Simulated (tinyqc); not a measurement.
Worked calculation (part 2 of 2): RKS/B3LYP (VWN-RPA form) in the sto-6g basis, for H2O, spin multiplicity 1. Computed by tinyqc, a small Python program that keeps every step (integrals from PySCF). Command: `OMP_NUM_THREADS=1 python tinyqc.py 28970 28971 out.jsonl` (the two numbers bound the seeds that draw the settings). One thread of a shared host (Intel(R) Xeon(R) Processor @ 2.60GHz), about 1 s of CPU time with the checks.

Geometry (angstrom):
```
atom         x          y         z
O     0.000000   0.000000  0.000000
H     0.000000   0.811000  0.697000
H     0.000000  -0.885000  0.760000
```

## Iteration 2: exchange-correlation on the grid

D after iteration 1:
```
            1O 1s      1O 2s    1O 2px     1O 2py     1O 2pz      2H 1s      3H 1s
1O 1s    2.120760  -0.537077  0.000000  -0.004281  -0.028114   0.050917   0.042729
1O 2s   -0.537077   2.377878  0.000000   0.025496   0.157325  -0.210534  -0.175788
1O 2px   0.000000   0.000000  2.000000   0.000000   0.000000   0.000000   0.000000
1O 2py  -0.004281   0.025496  0.000000   2.126496   0.012054  -0.147665   0.130872
1O 2pz  -0.028114   0.157325  0.000000   0.012054   2.092847  -0.129431  -0.117783
2H 1s    0.050917  -0.210534  0.000000  -0.147665  -0.129431   0.034920   0.012379
3H 1s    0.042729  -0.175788  0.000000   0.130872  -0.117783   0.012379   0.026767
```

Becke grid with 20 radial and 50 angular points per atom, points of zero weight dropped. rho = sum D_ij phi_i phi_j; V_xc,ij = sum w v_xc phi_i phi_j plus the gradient terms; v_xc is d(rho eps)/d rho at fixed gradient. Exact exchange is left to K.

The 16 grid points with the largest w rho, of 2983 (bohr, atomic units):
```
x                  y          z         w       rho  |grad rho|^2     eps_xc       v_xc
0.738980    0.000000   0.738980  0.093565  0.512299      1.823829  -0.548592  -0.666431
-0.738980   0.000000   0.738980  0.093565  0.512299      1.823829  -0.548592  -0.666431
0.000000    0.738980  -0.738980  0.094631  0.499559      1.668386  -0.543823  -0.661517
0.000000   -0.738980  -0.738980  0.094661  0.498474      1.658104  -0.543443  -0.661075
-0.738980  -0.738980   0.000000  0.093522  0.500960      1.710246  -0.544650  -0.661869
0.738980   -0.738980   0.000000  0.093522  0.500960      1.710246  -0.544650  -0.661869
-0.738980   0.738980   0.000000  0.092605  0.503528      1.742727  -0.545632  -0.662855
0.738980    0.738980   0.000000  0.092605  0.503528      1.742727  -0.545632  -0.662855
0.738980    0.000000  -0.738980  0.094697  0.490273      1.596471  -0.540743  -0.657593
-0.738980   0.000000  -0.738980  0.094697  0.490273      1.596471  -0.540743  -0.657593
-0.603375   0.603375  -0.603375  0.088431  0.497136      1.651285  -0.543045  -0.660484
0.603375    0.603375  -0.603375  0.088431  0.497136      1.651285  -0.543045  -0.660484
-0.603375  -0.603375  -0.603375  0.088456  0.495766      1.639285  -0.542575  -0.659916
0.603375   -0.603375  -0.603375  0.088456  0.495766      1.639285  -0.542575  -0.659916
-0.945307  -0.315102   0.315102  0.084240  0.503703      1.721466  -0.545424  -0.663098
0.945307   -0.315102   0.315102  0.084240  0.503703      1.721466  -0.545424  -0.663098
```

electrons on the grid, sum of w rho = 9.999669

E_xc = sum of w rho eps_xc = -8.30672017 hartree

V_xc (hartree):
```
            1O 1s      1O 2s     1O 2px     1O 2py     1O 2pz      2H 1s      3H 1s
1O 1s   -2.524462  -0.317972   0.000000  -0.000089  -0.000696  -0.064782  -0.051670
1O 2s   -0.317972  -0.684329   0.000000  -0.000047  -0.001063  -0.202455  -0.169620
1O 2px   0.000000   0.000000  -0.684601   0.000000   0.000000   0.000000   0.000000
1O 2py  -0.000089  -0.000047   0.000000  -0.684208   0.000211  -0.112492   0.097333
1O 2pz  -0.000696  -0.001063   0.000000   0.000211  -0.684088  -0.096587  -0.083456
2H 1s   -0.064782  -0.202455   0.000000  -0.112492  -0.096587  -0.255756  -0.060541
3H 1s   -0.051670  -0.169620   0.000000   0.097333  -0.083456  -0.060541  -0.234587
```

## Iteration 2: building the Kohn-Sham matrix

core Hamiltonian H = T + V (hartree):
```
             1O 1s      1O 2s     1O 2px     1O 2py     1O 2pz      2H 1s      3H 1s
1O 1s   -32.879600  -7.266542   0.000000  -0.001591  -0.015781  -1.355808  -1.082984
1O 2s    -7.266542  -9.101236   0.000000  -0.016710  -0.182638  -3.065512  -2.590632
1O 2px    0.000000   0.000000  -7.353945   0.000000   0.000000   0.000000   0.000000
1O 2py   -0.001591  -0.016710   0.000000  -7.454392  -0.009492  -1.678790   1.464602
1O 2pz   -0.015781  -0.182638   0.000000  -0.009492  -7.428086  -1.494980  -1.307393
2H 1s    -1.355808  -3.065512   0.000000  -1.678790  -1.494980  -4.648708  -1.107523
3H 1s    -1.082984  -2.590632   0.000000   1.464602  -1.307393  -1.107523  -4.354087
```

nuclear repulsion = 7.89965942 hartree

Given earlier and not repeated: Two-electron integrals (ij|kl) in chemists' order.

J_ij = sum D_kl (ij|kl), K_ij = sum D_kl (ik|jl); F = H + J - 0.1 K + V_xc; E = tr D H + tr D J / 2 - 0.05 tr D K + E_xc + E_nn.

Coulomb J (hartree):
```
            1O 1s     1O 2s    1O 2px     1O 2py     1O 2pz     2H 1s      3H 1s
1O 1s   18.680969  3.363988  0.000000   0.000387   0.003185  0.640157   0.510957
1O 2s    3.363988  8.819539  0.000000   0.000000   0.002243  2.858805   2.411848
1O 2px   0.000000  0.000000  8.821479   0.000000   0.000000  0.000000   0.000000
1O 2py   0.000387  0.000000  0.000000   8.818194  -0.000679  1.684355  -1.465752
1O 2pz   0.003185  0.002243  0.000000  -0.000679   8.818941  1.447058   1.258003
2H 1s    0.640157  2.858805  0.000000   1.684355   1.447058  4.666021   1.012028
3H 1s    0.510957  2.411848  0.000000  -1.465752   1.258003  1.012028   4.351442
```

exchange K (hartree):
```
           1O 1s     1O 2s    1O 2px     1O 2py     1O 2pz     2H 1s      3H 1s
1O 1s   9.882366  1.589937  0.000000   0.000121   0.000958  0.326156   0.261513
1O 2s   1.589937  2.850929  0.000000   0.001289   0.012854  0.845101   0.706764
1O 2px  0.000000  0.000000  2.366645   0.000000   0.000000  0.000000   0.000000
1O 2py  0.000121  0.001289  0.000000   2.371277  -0.000678  0.402476  -0.346859
1O 2pz  0.000958  0.012854  0.000000  -0.000678   2.368729  0.341444   0.292053
2H 1s   0.326156  0.845101  0.000000   0.402476   0.341444  0.421727   0.200880
3H 1s   0.261513  0.706764  0.000000  -0.346859   0.292053  0.200880   0.306067
```

Kohn-Sham matrix F (hartree):
```
             1O 1s      1O 2s    1O 2px     1O 2py     1O 2pz      2H 1s      3H 1s
1O 1s   -17.711330  -4.379521  0.000000  -0.001304  -0.013387  -0.813049  -0.649849
1O 2s    -4.379521  -1.251119  0.000000  -0.016887  -0.182743  -0.493672  -0.419080
1O 2px    0.000000   0.000000  0.546269   0.000000   0.000000   0.000000   0.000000
1O 2py   -0.001304  -0.016887  0.000000   0.442466  -0.009892  -0.147174   0.130868
1O 2pz   -0.013387  -0.182743  0.000000  -0.009892   0.469894  -0.178654  -0.162051
2H 1s    -0.813049  -0.493672  0.000000  -0.147174  -0.178654  -0.280616  -0.176124
3H 1s    -0.649849  -0.419080  0.000000   0.130868  -0.162051  -0.176124  -0.267840
```

total energy of this density = -74.57240586 hartree

## Iteration 2: DIIS over 2 matrices

error matrix X^T (FDS - SDF) X:
```
           1          2          3         4          5          6          7
1   0.000000  -0.013963  -0.151505  0.000000  -0.422103   0.261152   0.749629
2   0.013963   0.000000   0.044405  0.000000   0.101160   0.757105  -0.144013
3   0.151505  -0.044405   0.000000  0.000000  -0.088065  -0.008784   0.106163
4   0.000000   0.000000   0.000000  0.000000   0.000000   0.000000   0.000000
5   0.422103  -0.101160   0.088065  0.000000   0.000000  -0.001726  -0.130358
6  -0.261152  -0.757105   0.008784  0.000000   0.001726   0.000000   0.015543
7  -0.749629   0.144013  -0.106163  0.000000   0.130358  -0.015543   0.000000
```

B (overlaps of the stored error matrices):
```
                1               2
1   2.6671616e-01  -4.4944461e-01
2  -4.4944461e-01   2.9479160e+00
```

Minimise |sum c_i e_i|^2 with sum c_i = 1: solve [B -1; -1 0][c; lambda] = [0; -1] with B_ij = tr e_i^T e_j, and take F = sum c_i F_i.

DIIS coefficients: 0.825901  0.174099

extrapolated F (hartree):
```
             1O 1s      1O 2s     1O 2px     1O 2py     1O 2pz      2H 1s      3H 1s
1O 1s   -23.813767  -5.352196   0.000000  -0.005703  -0.034604  -1.000418  -0.799112
1O 2s    -5.352196  -2.891261   0.000000  -0.023673  -0.097788  -0.865671  -0.716961
1O 2px    0.000000   0.000000  -1.238083   0.000000   0.000000   0.000000   0.000000
1O 2py   -0.005703  -0.023673   0.000000  -1.262002  -0.005029  -0.327562   0.272698
1O 2pz   -0.034604  -0.097788   0.000000  -0.005029  -1.243589  -0.298014  -0.256153
2H 1s    -1.000418  -0.865671   0.000000  -0.327562  -0.298014  -0.417503  -0.243242
3H 1s    -0.799112  -0.716961   0.000000   0.272698  -0.256153  -0.243242  -0.284909
```

## Iteration 2: diagonalisation and new density

X:
```
                1          2          3         4          5          6         7
1O 1s   -0.314431   0.122281   0.732437  0.000000   0.619093  -0.015460  0.171340
1O 2s    0.987372  -0.274773  -0.308926  0.000000   0.323466  -0.022038  0.436221
1O 2px   0.000000   0.000000   0.000000  1.000000   0.000000   0.000000  0.000000
1O 2py   0.270356   0.788873  -0.006835  0.000000  -0.009444   0.702581  0.030212
1O 2pz   0.488902  -0.133978   0.660528  0.000000  -0.613524  -0.015668  0.220105
2H 1s   -0.890494  -0.540920  -0.165667  0.000000  -0.139357   0.349308  0.409613
3H 1s   -0.354032   0.903047  -0.188442  0.000000  -0.151657  -0.411456  0.361148
```

Diagonalise F' = X^T F X, C = X C', fill 5 alpha and 5 beta electrons from the bottom; D = 2 C_occ C_occ^T. Each column has its largest component positive (the first on a tie).

F' = X^T F X (hartree):
```
           1          2           3          4           5          6          7
1  -1.117157   0.376277    2.387739   0.000000    2.296689  -0.193782   0.209344
2   0.376277  -0.393895   -1.119993   0.000000   -1.104109  -0.498715  -0.248232
3   2.387739  -1.119993  -10.781827   0.000000   -9.919064   0.311817  -4.422291
4   0.000000   0.000000    0.000000  -1.238083    0.000000   0.000000   0.000000
5   2.296689  -1.104109   -9.919064   0.000000  -11.628922   0.318544  -4.759283
6  -0.193782  -0.498715    0.311817   0.000000    0.318544  -0.979890   0.099526
7   0.209344  -0.248232   -4.422291   0.000000   -4.759283   0.099526  -3.183262
```

orbital energies (hartree): MO1 -23.815058, MO2 -1.813073, MO3 -1.261860, MO4 -1.238083, MO5 -1.228484, MO6 -0.023912, MO7 0.057432

coefficients C:
```
              MO1        MO2        MO3       MO4        MO5        MO6        MO7
1O 1s    1.001850  -0.233230   0.010783  0.000000   0.035774   0.060486   0.001603
1O 2s   -0.008743   1.061630  -0.049339  0.000000  -0.161577  -0.534371   0.003770
1O 2px   0.000000   0.000000   0.000000  1.000000   0.000000   0.000000   0.000000
1O 2py   0.000131   0.048032   1.009103  0.000000  -0.030644  -0.073462   0.403920
1O 2pz   0.000704   0.196160   0.021694  0.000000   0.991203  -0.311356  -0.001004
2H 1s    0.001950  -0.073561  -0.019082  0.000000  -0.011304   0.889285  -0.790888
3H 1s    0.001701  -0.061204   0.023895  0.000000  -0.016461   0.677178   0.914279
```

D after iteration 2:
```
            1O 1s      1O 2s    1O 2px     1O 2py     1O 2pz      2H 1s      3H 1s
1O 1s    2.118991  -0.525349  0.000000  -0.002572  -0.018705   0.037001   0.031294
1O 2s   -0.525349   2.311354  0.000000   0.012308   0.094035  -0.150688  -0.127021
1O 2px   0.000000   0.000000  2.000000   0.000000   0.000000   0.000000   0.000000
1O 2py  -0.002572   0.012308  0.000000   2.043070   0.001879  -0.044884   0.043354
1O 2pz  -0.018705   0.094035  0.000000   0.001879   2.042865  -0.052094  -0.055606
2H 1s    0.037001  -0.150688  0.000000  -0.044884  -0.052094   0.011814   0.008471
3H 1s    0.031294  -0.127021  0.000000   0.043354  -0.055606   0.008471   0.009182
```

## Iteration 15 (converged): orbitals

converged F (hartree):
```
             1O 1s      1O 2s     1O 2px     1O 2py     1O 2pz      2H 1s      3H 1s
1O 1s   -19.115938  -4.665872   0.000000  -0.001576  -0.019440  -0.866237  -0.692353
1O 2s    -4.665872  -1.929402   0.000000  -0.016192  -0.113037  -0.664620  -0.558966
1O 2px    0.000000   0.000000  -0.151262   0.000000   0.000000   0.000000   0.000000
1O 2py   -0.001576  -0.016192   0.000000  -0.194125  -0.010428  -0.241664   0.211513
1O 2pz   -0.019440  -0.113037   0.000000  -0.010428  -0.181702  -0.239415  -0.214184
2H 1s    -0.866237  -0.664620   0.000000  -0.241664  -0.239415  -0.372027  -0.209362
3H 1s    -0.692353  -0.558966   0.000000   0.211513  -0.214184  -0.209362  -0.307258
```

As before.

F' = X^T F X (hartree):
```
           1          2          3          4          5          6          7
1  -0.232450   0.264051   1.778290   0.000000   1.565209  -0.018473   0.465542
2   0.264051   0.170566  -0.851339   0.000000  -0.804269   0.079877  -0.278689
3   1.778290  -0.851339  -8.039843   0.000000  -8.343387   0.237486  -3.618272
4   0.000000   0.000000   0.000000  -0.151262   0.000000   0.000000   0.000000
5   1.565209  -0.804269  -8.343387   0.000000  -9.115803   0.260330  -4.000133
6  -0.018473   0.079877   0.237486   0.000000   0.260330  -0.381510   0.109265
7   0.465542  -0.278689  -3.618272   0.000000  -4.000133   0.109265  -2.522473
```

orbital energies (hartree): MO1 -19.119914, MO2 -0.889127, MO3 -0.380566, MO4 -0.261456, MO5 -0.151262, MO6 0.214335, MO7 0.315215

coefficients C:
```
              MO1        MO2        MO3        MO4       MO5        MO6        MO7
1O 1s    0.996214  -0.224533   0.014515   0.105725  0.000000   0.085468   0.040071
1O 2s    0.017151   0.866115  -0.077024  -0.549919  0.000000  -0.551451  -0.279913
1O 2px   0.000000   0.000000   0.000000   0.000000  1.000000   0.000000   0.000000
1O 2py   0.000392   0.023102   0.623173  -0.024156  0.000000   0.313607  -0.838016
1O 2pz   0.002656   0.146961   0.028837   0.705838  0.000000  -0.716337  -0.290851
2H 1s   -0.004071   0.168425   0.450546   0.319170  0.000000   0.397121   0.965033
3H 1s   -0.003272   0.131366  -0.447232   0.369696  0.000000   0.877524  -0.418402
```

D after iteration 15:
```
            1O 1s      1O 2s    1O 2px     1O 2py     1O 2pz      2H 1s      3H 1s
1O 1s    2.108492  -0.473286  0.000000   0.003390   0.089383  -0.003177  -0.000323
1O 2s   -0.473286   2.117587  0.000000  -0.029401  -0.526089  -0.128829  -0.110266
1O 2px   0.000000   0.000000  2.000000   0.000000   0.000000   0.000000   0.000000
1O 2py   0.003390  -0.029401  0.000000   0.778924   0.008633   0.553895  -0.569200
1O 2pz   0.089383  -0.526089  0.000000   0.008633   1.041287   0.526031   0.534691
2H 1s   -0.003177  -0.128829  0.000000   0.553895   0.526031   0.666489  -0.122729
3H 1s   -0.000323  -0.110266  0.000000  -0.569200   0.534691  -0.122729   0.707919
```

## Convergence

Stop when the energy changes by less than 1e-08 hartree and every element of the error matrix X^T (F D S - S D F) X is below 3e-05.

Course of the cycle:
```
iteration   E (hartree)     change  largest element of the error matrix
1          -28.78571016          -                             2.44e-01
2          -74.57240586  -4.58e+01                             7.57e-01
3          -74.74771941  -1.75e-01                             7.90e-01
4          -74.81313172  -6.54e-02                             7.99e-01
5          -75.07448495  -2.61e-01                             8.11e-01
6          -75.04520665   2.93e-02                             8.12e-01
7          -75.04575084  -5.44e-04                             8.12e-01
8          -74.01313210   1.03e+00                             6.94e-01
9          -75.40499667  -1.39e+00                             7.60e-01
10         -76.01112059  -6.06e-01                             1.67e-01
11         -76.02655604  -1.54e-02                             9.57e-02
12         -76.03255059  -5.99e-03                             2.27e-02
13         -76.03292280  -3.72e-04                             8.30e-04
14         -76.03292325  -4.50e-07                             2.32e-05
15         -76.03292325  -6.25e-10                             2.72e-06
```

PySCF RKS in the same basis, fine grid = -76.03067554 hartree

Converged in 15 iterations. The coarse grid moves the energy by -2.25e-03 hartree.

## Populations, bond orders and dipole

overlap S:
```
           1O 1s     1O 2s    1O 2px     1O 2py    1O 2pz     2H 1s      3H 1s
1O 1s   1.000000  0.231145  0.000000   0.000000  0.000000  0.042831   0.034217
1O 2s   0.231145  1.000000  0.000000   0.000000  0.000000  0.406442   0.350958
1O 2px  0.000000  0.000000  1.000000   0.000000  0.000000  0.000000   0.000000
1O 2py  0.000000  0.000000  0.000000   1.000000  0.000000  0.266748  -0.238716
1O 2pz  0.000000  0.000000  0.000000   0.000000  1.000000  0.229252   0.204999
2H 1s   0.042831  0.406442  0.000000   0.266748  0.229252  1.000000   0.192103
3H 1s   0.034217  0.350958  0.000000  -0.238716  0.204999  0.192103   1.000000
```

Mulliken: Z minus the diagonal of D S on the atom; Loewdin: the same with S^(1/2) D S^(1/2); Mayer order: 2 sum_s sum (D(s) S)_ij (D(s) S)_ji over the two atoms.

Charges (e):
```
atom   Mulliken    Loewdin
1O    -0.250120  -0.182392
2H     0.141241   0.101272
3H     0.108879   0.081120
```

Mayer bond orders:
```
pair     order
2-1   0.976134
3-1   0.984228
3-2   0.003917
```

dipole moment about the origin, x y z (debye): 0.000000  0.082525  1.468350
